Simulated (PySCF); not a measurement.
**One shape, several levels: triplet CF2**

Aim: a comparison of 6 runs (U-wB97X-V/STO-6G, UM06-2X/STO-6G, UPBE0/STO-6G, UMP2/STO-6G, NEVPT2(4,4)/STO-6G, UCISD/STO-6G) of triplet CF2. 

The calculation is run with PySCF 2.14.0.

8 further runs of the same task are left out: 8 set aside as unsound or not needed.

## 1. The molecule

The species is CF2 (3 atoms), meant as a triplet with charge 0. As SMILES of the parent species, `F[C]F`. The shape is that of a GFN2-xTB optimisation. That shape belongs to the parent species and isn't relaxed for this state.

Bond lengths: F1–C2 1.320 Å, C2–F3 1.320 Å. Angles: F1–C2–F3 118.3°.

## 2. The energy at U-wB97X-V/STO-6G (run 1)

File input.py:

```python
from pyscf import gto, dft

mol = gto.Mole()
mol.atom = [
    ('F', (0.396940, 1.032800, 0.332770)),
    ('C', (0.326820, -0.272180, 0.149730)),
    ('F', (-0.723760, -0.760620, -0.482500)),
]
mol.verbose = 4
mol.charge = 0
mol.max_memory = 1860
mol.spin = 2
mol.basis = 'sto-6g'
mol.build()

myscf = dft.UKS(mol, xc='wb97x-v')
myscf.nlcgrids.level = 1
myscf.grids.level = 5
myscf.conv_tol = 1e-10
myscf.kernel()
if not myscf.converged:
    myscf = myscf.newton().run(myscf.mo_coeff, myscf.mo_occ)

e_final = myscf.e_tot
print('Final energy', e_final)
```

Run with:

```console
$ OMP_NUM_THREADS=1 python input.py
```

The program printed:

```text
PySCF version 2.14.0

[INPUT] num. atoms = 3
[INPUT] num. electrons = 24
[INPUT] charge = 0
[INPUT] spin (= nelec alpha-beta = 2S) = 2
[INPUT] symmetry False subgroup None
[INPUT] Mole.unit = angstrom
[INPUT] Symbol           X                Y                Z      unit          X                Y                Z       unit  Magmom
[INPUT]  1 F      0.396940000000   1.032800000000   0.332770000000 AA    0.750107887885   1.951709141451   0.628844162472 Bohr   0.0
[INPUT]  2 C      0.326820000000  -0.272180000000   0.149730000000 AA    0.617600292030  -0.514345656584   0.282948692631 Bohr   0.0
[INPUT]  3 F     -0.723760000000  -0.760620000000  -0.482500000000 AA   -1.367708179915  -1.437363484867  -0.911792855103 Bohr   0.0

nuclear repulsion = 62.2167725375742
number of shells = 9
number of NR pGTOs = 90
number of NR cGTOs = 15
basis = sto-6g
ecp = {}

[... 45 lines left out ...]
WARN: HOMO 0.0238398024976963 >= LUMO -0.203310396632916
[... 42 lines left out ...]
converged SCF energy = -236.44851023529  <S^2> = 2.0018112  2S+1 = 3.0012072
Final energy -236.44851023528992
```

Run time: 11 s. Hardware: 1 thread of Arm Neoverse V2, shared host; peak memory 0.19 GiB.

## 3. The energy at UM06-2X/STO-6G (run 2)

File job.py:

```python
from pyscf import gto, dft

molecule = gto.Mole()
molecule.atom = [
    ('F', (0.396940, 1.032800, 0.332770)),
    ('C', (0.326820, -0.272180, 0.149730)),
    ('F', (-0.723760, -0.760620, -0.482500)),
]
molecule.spin = 2
molecule.basis = 'sto-6g'
molecule.charge = 0
molecule.verbose = 3
molecule.max_memory = 1860
molecule.build()

mf = dft.UKS(molecule)
mf.xc = 'm06-2x'
mf.conv_tol = 1e-10
mf.grids.level = 5
mf.kernel()
if not mf.converged:
    mf = mf.newton().run(mf.mo_coeff, mf.mo_occ)

energy = mf.e_tot
print('Final energy', energy)
```

Run with:

```console
$ OMP_NUM_THREADS=1 python job.py
```

The program printed:

```text
WARN: HOMO 0.00516022401868438 >= LUMO -0.209155001770353

converged SCF energy = -236.438921930442  <S^2> = 2.0026713  2S+1 = 3.0017803
Final energy -236.43892193044212
```

Wall time 4.2 s (1 thread of Arm Neoverse V2, shared host); peak memory 0.19 GiB.

## 4. A single-point energy at UPBE0/STO-6G (run 3)

File calc.py:

```python
from pyscf import gto, dft

mol = gto.Mole()
mol.atom = 'F 0.396940 1.032800 0.332770; C 0.326820 -0.272180 0.149730; F -0.723760 -0.760620 -0.482500'
mol.max_memory = 1860
mol.charge = 0
mol.spin = 2
mol.verbose = 3
mol.basis = 'sto-6g'
mol.build()

myscf = dft.UKS(mol)
myscf.xc = 'pbe0'
myscf.grids.level = 5
myscf.conv_tol = 1e-10
myscf.kernel()
if not myscf.converged:
    myscf = myscf.newton().run(myscf.mo_coeff, myscf.mo_occ)

e_final = myscf.e_tot
print('E(%s) = %.9f' % ('PBE0', e_final))
```

Run with:

```console
$ OMP_NUM_THREADS=1 python calc.py
```

The program printed:

```text
WARN: HOMO -0.024123021514176 >= LUMO -0.210050256159793

converged SCF energy = -236.301683013187  <S^2> = 2.0020093  2S+1 = 3.0013392
E(PBE0) = -236.301683013
```

Wall time 2.5 s (1 thread of Arm Neoverse V2, shared host); peak memory 0.19 GiB.

Runs 4 to 5 aren't shown in full; the table further down has their settings and results.

## 5. A single-point energy at UCISD/STO-6G (run 6)

File geometry.xyz:

```xyz
3

F      0.396940     1.032800     0.332770
C      0.326820    -0.272180     0.149730
F     -0.723760    -0.760620    -0.482500
```

File input.py:

```python
from pyscf import gto, scf, ci

mol = gto.M(
    atom='geometry.xyz',
    verbose=3,
    basis='sto-6g',
    max_memory=1860,
    spin=2,
)

myscf = scf.UHF(mol)
myscf.conv_tol = 1e-10
myscf.kernel()
if not myscf.converged:
    myscf = myscf.newton().run(myscf.mo_coeff, myscf.mo_occ)

cisd = ci.CISD(myscf, frozen=3)
cisd.kernel()
e_tot = cisd.e_tot
print(f'total energy: {e_tot:.8f} hartree')
```

Run with:

```console
$ OMP_NUM_THREADS=1 python input.py
```

The program printed:

```text
WARN: HOMO 0.0931193609364314 >= LUMO -0.197048759907083

converged SCF energy = -235.586624411977  <S^2> = 2.0059926  2S+1 = 3.0039924
E(UCISD) = -235.6665253142986  E_corr = -0.07990090232125914
total energy: -235.66652531 hartree
```

Wall time 0.6 s (1 thread of Arm Neoverse V2, shared host); peak memory 0.1 GiB.

## 6. Overview of the runs

```csv
run,level,nlc grid,integration grid,energy (Eh),dipole moment (D) of the reference,HOMO energy (eV),LUMO energy (eV),wall time
1,U-wB97X-V/STO-6G,1,5,-236.448510,0.14,-4.54,2.71,11 s
2,UM06-2X/STO-6G,–,5,-236.438922,0.03,-3.77,1.63,4.2 s
3,UPBE0/STO-6G,–,5,-236.301683,0.11,-2.15,0.30,2.5 s
4,UMP2/STO-6G,–,–,-235.648535,0.60,-7.91,6.02,0.62 s
5,"NEVPT2(4,4)/STO-6G",–,–,-235.651644,0.61,–,–,0.9 s
6,UCISD/STO-6G,–,–,-235.666525,0.60,-7.91,6.02,0.6 s
```

## 7. Outcome

```
                                                         quantity          value
                                              run 6: total energy  -235.66653 Eh
                      run 6: dipole moment (Hartree–Fock density)         0.60 D
run 6: HOMO energy (Hartree–Fock orbitals) (highest over α and β)       -7.91 eV
 run 6: LUMO energy (Hartree–Fock orbitals) (lowest over α and β)        6.02 eV
               run 6: correlation energy (3 core orbitals frozen)      -79.9 mEh
                         run 6: ⟨S²⟩ of the reference determinant          2.006
```

Over runs 1, 2, 3 the dipole moment (its size) runs from 0.03 D (UM06-2X/STO-6G) to 0.14 D (U-wB97X-V/STO-6G). The two dipoles point in opposite directions. Totals of different functionals can't be ranked against each other. In runs 1, 2, 3, 4, 5, 6 the basis is minimal, so the values are rough. All runs together took 20 s, the longest 11 s.
